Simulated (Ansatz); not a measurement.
# H4N2Si: the cost of one run

Computed with Ansatz 0.2.0 (DFT PBE0, Gaussian basis cc-pV(T+d)Z, unless a step's input says otherwise).

## (1) The system as given

Bond lengths: Si1–N2 1.733 Å, N2–N3 1.140 Å, Si1–H4 1.417 Å, Si1–H5 1.448 Å. Angles: Si1–N2–N3 175.6°, N2–Si1–H4 108.0°, N2–Si1–H5 105.0°, H4–Si1–H5 94.3°.

As a file:

```xyz
7

Si    0.0162   -0.0061   -0.0053
N    -0.0107    0.0087    1.7270
N     0.0174    0.0924    2.8632
H     1.0475   -0.8854   -0.4206
H    -1.0532   -0.9038   -0.3887
H     0.3690    1.6983   -0.6088
H    -0.3796    1.7058   -0.6110
```

## (2) Relaxing the atoms: H4N2Si

input.yaml

```yaml
relax:
  f_tol: 0.001
  max_steps: 200
crystal:
  periodic: [false, false, false]
  atoms:
    - { symbol: Si, position_ang: [0.016243, -0.006118, -0.005282] }
    - { symbol: "N", position_ang: [-0.01073, 0.008654, 1.726985] }
    - { symbol: "N", position_ang: [0.017448, 0.092388, 2.86319] }
    - { symbol: H, position_ang: [1.047506, -0.885379, -0.420601] }
    - { symbol: H, position_ang: [-1.053224, -0.903841, -0.388662] }
    - { symbol: H, position_ang: [0.369001, 1.698276, -0.608779] }
    - { symbol: H, position_ang: [-0.379578, 1.705828, -0.611006] }
basis:
  gaussian: { orbitals: "cc-pV(T+d)Z.json" }
hamiltonian:
  xc: pbe0
```

Launch:

```bash
> ansatz run input.yaml --threads 4 --pin off --max-ram 8192MiB --backend cpu --events-out ev --progress --plain --runs-dir out
```

**Question.** How long does this run take on 4 threads of Arm Neoverse N1, shared host, and how much memory does it need?

About 2.9 min, with a peak of 0.28 GiB.
